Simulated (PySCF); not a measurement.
Species: C3H2FS2 (charge +1).
Bonds: F1–C2, C2–C3 (aromatic), C3–S4 (aromatic), S4–C5 (aromatic), C5–S6 (aromatic), C2–S6 (aromatic). Hydrogens: H7 on C3; H8 on C5.

Level of theory: EOM-IP-CCSD/aug-cc-pVDZ in PySCF, restricted Hartree–Fock reference, frozen core, non-relativistic, gas phase, PBE0-D3(BJ)/def2-SVP geometry.

The vertical ionisation energies are 15.47, 16.46, 18.25, 18.73, 19.43 eV.

Task: Which Hartree–Fock orbital leads each hole, and what is its Koopmans value −ε?

Result: 
| leading hole (HF orbital) | Koopmans (eV) | EOM-IP-CCSD (eV) | change (eV) | one-hole share |
| --- | --- | --- | --- | --- |
| HOMO | 15.60 | 15.47 | -0.13 | 0.95 |
| HOMO-1 | 16.85 | 16.46 | -0.39 | 0.95 |
| HOMO-2 | 19.22 | 18.25 | -0.97 | 0.95 |
| HOMO-3 | 20.18 | 18.73 | -1.45 | 0.95 |
| HOMO-4 | 20.81 | 19.43 | -1.38 | 0.90 |

Task: Does the order of the lines follow the orbital energies?

Result: Yes, no two lines change places. The corrections run from -1.45 to -0.13 eV, with a mean of -0.86 eV over the 5 lines; no line lies above its Koopmans value. Koopmans values leave out both the relaxation of the orbitals and the change in correlation energy.

Task: At what kinetic energies would He II light (40.81 eV) eject these electrons?

Result: 25.34 eV (HOMO), 24.35 eV (HOMO-1), 22.56 eV (HOMO-2), 22.08 eV (HOMO-3), 21.38 eV (HOMO-4).

One root was sought for each valence orbital with −ε under 21 eV, eight at most, so deeper holes and satellites are missing; no vibrational structure.
